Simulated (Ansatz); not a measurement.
# 1T (CdI2-type) PtS2

All values below come from HSE06 in Ansatz (PAW).

Settings: plane-wave cutoff 500 eV, 12×12×6 k mesh (along the axes of the cell as run), Fermi–Dirac smearing 0.05 eV, scalar-relativistic PAW data made under PBE.

Cell (relaxed at this level):

Space group P-3m1 (No. 164); a = 3.526 Å, b = 3.526 Å, c = 6.487 Å, α = 90.00°, β = 90.00°, γ = 120.00°

| atom | site | symmetry | x | y | z |
|---|---|---|---|---|---|
| Pt | 1a | -3m. | 0.0000 | 0.0000 | 0.0000 |
| S | 2d | 3m. | 0.3333 | 0.6667 | 0.1888 |

For 1T (CdI2-type) PtS2, the band gap comes out as 2.38 eV (on the SCF k mesh).

Measured, for comparison: band gap 0.7 eV (temperature not stated, no zero-point or thermal correction, bulk, cited; as tabulated in Two-dimensional noble-metal chalcogenides and phosphochalcogenides, Angew. …).

Note: exact exchange on metals is sensitive to the k mesh and can open a false gap; the cell comes from a level without a dispersion term, which matters for the spacing of layers, chains or molecules; the cell has widely spaced layers and the level no dispersion term, so their spacing and the moduli can rest on weak binding.

Spin–orbit coupling is not included.

Static lattice: no zero-point or thermal effects.

Computing time: about 110 core-minutes (a rough figure).

Ansatz is a first-principles code.
